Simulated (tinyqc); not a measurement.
Stretching all distances: RHF, UHF, MP2, CISD and CCSD against full CI in the sto-3g basis, for BH, spin multiplicity 1. Computed by the program tinyqc with PySCF. 

Geometry (angstrom):

| atom | x | y | z |
|---|---|---|---|
| B | 0.0000 | 0.0000 | 0.0000 |
| H | 0.0000 | 0.0000 | 1.1920 |

All coordinates are multiplied by the scale. c0^2 is the weight of the RHF determinant in the lowest singlet FCI state (UHF is spin-contaminated and may lie near states of higher spin) and n(LUMO) the first natural occupation beyond the occupied space.

Full CI energy (hartree) and errors against it (kcal/mol):

| scale | distance 1-2 (angstrom) | E(FCI) | RHF | UHF | MP2 | CISD | CCSD | <S^2> UHF | c0^2 | n(LUMO) |
|---|---|---|---|---|---|---|---|---|---|---|
| 0.930 | 1.109 | -24.79989 | 33.650 | 25.275 | 16.561 | 0.945 | 0.109 | 0.565 | 0.916 | 0.076 |
| 1.170 | 1.395 | -24.80240 | 39.905 | 34.766 | 19.015 | 1.493 | 0.098 | 0.463 | 0.911 | 0.069 |
| 1.420 | 1.693 | -24.76309 | 50.868 | 47.824 | 23.997 | 2.603 | 0.102 | 0.373 | 0.888 | 0.096 |
| 1.660 | 1.979 | -24.72180 | 65.900 | 49.917 | 31.212 | 4.345 | 0.093 | 0.688 | 0.839 | 0.200 |
| 1.900 | 2.265 | -24.69059 | 84.815 | 40.216 | 40.147 | 6.752 | 0.065 | 0.837 | 0.760 | 0.356 |
| 2.150 | 2.563 | -24.67144 | 106.534 | 32.292 | 49.026 | 9.515 | 0.025 | 0.937 | 0.663 | 0.540 |
| 2.390 | 2.849 | -24.66242 | 126.484 | 28.250 | 54.248 | 11.811 | -3.91e-03 | 0.976 | 0.581 | 0.696 |
| 2.640 | 3.147 | -24.65832 | 144.200 | 26.376 | 54.316 | 13.552 | -0.016 | 0.992 | 0.518 | 0.815 |
| 2.880 | 3.433 | -24.65674 | 157.569 | 25.665 | 49.060 | 14.651 | -0.014 | 0.997 | 0.480 | 0.891 |

UHF lies below RHF over the whole range. The weight c0^2 goes from 0.92 to 0.48 and n(LUMO) from 0.08 to 0.89: static correlation grows as the bonds break into open-shell fragments. The spread of the error along the curve, which distorts its shape, is CCSD 0.1, CISD 13.7, UHF 24.6, MP2 37.8, RHF 123.9 kcal/mol.
